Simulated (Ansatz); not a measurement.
# Stretch profile

Si₂H₅ (SMILES [SiH2][SiH3]), doublet, at its PBE0-D4/def2-TZVP minimum:

| atom | x (Å) | y (Å) | z (Å) |
| --- | --- | --- | --- |
| Si1 | -0.2096 | -1.3612 | -0.1911 |
| Si2 | 0.3579 | 0.8892 | -0.0620 |
| H3 | -0.0026 | -2.1239 | 1.0703 |
| H4 | -1.5736 | -1.6246 | -0.7256 |
| H5 | 0.2100 | 1.5028 | -1.4080 |
| H6 | -0.4958 | 1.6431 | 0.8986 |
| H7 | 1.7749 | 1.0068 | 0.3722 |

The bond length Si2–H6 (1.490 Å at the minimum) is set to the values below, the two halves moving rigidly along the bond. Each method's energies count from its own value at the PBE0-D4 minimum structure. 1 of 9 computed points, where the reference changed state or T1 grew large, are left out. Ansatz 0.2.0; basis: def2-TZVPP; cores frozen in the correlated methods; orbitals are unrestricted. B3LYP uses VWN-RPA correlation.

```json
{"bond length (Å)": "1.311", "CCSD(T) (kJ/mol)": "33.6", "PBE-D4 (kJ/mol)": "37.5", "B3LYP-D4 (kJ/mol)": "33.2", "MP2 (kJ/mol)": "32.2", "wB97M-V (kJ/mol)": "32.1"}
{"bond length (Å)": "1.363", "CCSD(T) (kJ/mol)": "15.1", "PBE-D4 (kJ/mol)": "18.1", "B3LYP-D4 (kJ/mol)": "15.0", "MP2 (kJ/mol)": "14.1", "wB97M-V (kJ/mol)": "14.1"}
{"bond length (Å)": "1.439", "CCSD(T) (kJ/mol)": "1.8", "PBE-D4 (kJ/mol)": "3.1", "B3LYP-D4 (kJ/mol)": "1.9", "MP2 (kJ/mol)": "1.4", "wB97M-V (kJ/mol)": "1.5"}
{"bond length (Å)": "1.528", "CCSD(T) (kJ/mol)": "1.5", "PBE-D4 (kJ/mol)": "0.5", "B3LYP-D4 (kJ/mol)": "1.4", "MP2 (kJ/mol)": "1.9", "wB97M-V (kJ/mol)": "1.8"}
{"bond length (Å)": "1.626", "CCSD(T) (kJ/mol)": "14.0", "PBE-D4 (kJ/mol)": "10.3", "B3LYP-D4 (kJ/mol)": "13.4", "MP2 (kJ/mol)": "15.7", "wB97M-V (kJ/mol)": "14.8"}
{"bond length (Å)": "1.732", "CCSD(T) (kJ/mol)": "37.0", "PBE-D4 (kJ/mol)": "30.1", "B3LYP-D4 (kJ/mol)": "35.2", "MP2 (kJ/mol)": "40.5", "wB97M-V (kJ/mol)": "38.5"}
{"bond length (Å)": "1.844", "CCSD(T) (kJ/mol)": "67.3", "PBE-D4 (kJ/mol)": "55.9", "B3LYP-D4 (kJ/mol)": "62.4", "MP2 (kJ/mol)": "73.2", "wB97M-V (kJ/mol)": "69.6"}
{"bond length (Å)": "1.962", "CCSD(T) (kJ/mol)": "102.2", "PBE-D4 (kJ/mol)": "87.0", "B3LYP-D4 (kJ/mol)": "95.2", "MP2 (kJ/mol)": "111.5", "wB97M-V (kJ/mol)": "105.6"}
```

Minimum and curvature along this coordinate at CCSD(T): A fifth-order fit through the nearest points gives 1.484 Å, with a curvature of about 18 eV/Å².

**Question.** Treat the two halves as rigid bodies and work out the harmonic wavenumber of this stretch from that curvature (ν̃ = 521.5 √(k/μ) cm⁻¹ with k in eV/Å² and μ in u).

**Answer.** The halves weigh 60.20 and 1.01 u, so μ = 60.20 × 1.01/61.21 = 0.993 u and ν̃ = 521.5 √(18/0.993) ≈ 2200 cm⁻¹. A true normal mode mixes in other motions, so this is a guide only.

Largest difference from the CCSD(T) curve over the scan: r2SCAN-D4 4.5; PBE0-D4 4.5; HF 12.0 kJ/mol. Each curve counts from its own value at the minimum.

The T1 diagnostic stays at or below 0.019. ⟨S²⟩ of the unrestricted Hartree–Fock references: 0.76 to 0.77 (a pure state has 0.75).

For scale, one of the runs: CCSD(T)/def2-TZVPP, 154 basis functions (an equivalent command: `ansatz run in.yaml --threads 2`). The run took 69 s on 2 CPU threads (shared host), with 2.1 GiB of host memory at its peak.
